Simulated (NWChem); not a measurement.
Species: NH2, doublet; SMILES [NH2]

Results from NWChem. Spin-unrestricted. In the optimisation the excess spin sits in b2 (C2v, its own frame). No stability test was run on the SCF state. The level has its own optimisation; frequencies are unscaled.

Question: What does the run give for B3LYP/def2-SVPD? Quantities: r H–N (Å); highest harmonic frequency (cm⁻¹); lowest (cm⁻¹); zero-point energy (kcal/mol); dipole (D).

Answer: The r H–N (Å) comes out as 1.031. The highest harmonic frequency (cm⁻¹) is 3468. The lowest (cm⁻¹) is 1499, the zero-point energy (kcal/mol) is 11.9 and the dipole (D) is 1.79.
